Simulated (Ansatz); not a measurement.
CH$_{6}$B$_{2}$ (`BBC`), relaxed with RKS PBE-D4/def2-SVP in Ansatz 0.2.0 from a rough embedded geometry. The force threshold is 0.03 eV/Å; the program also tests the step.

Total charge 0; spin multiplicity 1.

Start:

```xyz
9

B     0.753   -1.018   -0.869
B    -0.257   -0.496    0.284
C    -0.390    1.055    0.511
H     1.356   -0.316   -1.539
H     0.910   -2.232   -1.042
H    -0.896   -1.273    0.932
H     0.524    1.506    0.809
H    -0.810    1.536   -0.441
H    -1.189    1.238    1.356
```

```csv
step,energy (eV),largest force (eV/Å),largest move (Å)
1,-2478.7682,3.090,0.000
2,-2479.2249,0.791,0.125
3,-2479.3096,0.797,0.195
4,-2479.4295,1.015,0.199
5,-2479.6058,0.612,0.200
6,-2479.7628,0.654,0.199
7,-2479.8548,0.222,0.200
8,-2479.8753,0.177,0.180
9,-2479.8790,0.162,0.081
10,-2479.8814,0.183,0.100
11,-2479.8865,0.031,0.040
12,-2479.8869,0.013,0.018
13,-2479.8871,0.027,0.030
```

End:

```xyz
9

B     0.822   -1.119   -0.865
B    -0.344   -0.355    0.010
C    -0.356    1.066    0.681
H     0.902   -1.014   -2.081
H     1.623   -1.891   -0.358
H    -1.386   -1.008    0.117
H     0.609    1.609    0.709
H    -1.075    1.679    0.085
H    -0.795    1.033    1.702
```

Hardware: 2 threads of an Arm Neoverse V1 on a shared host. Wall time 11 s, peak host memory 0.12 GiB.
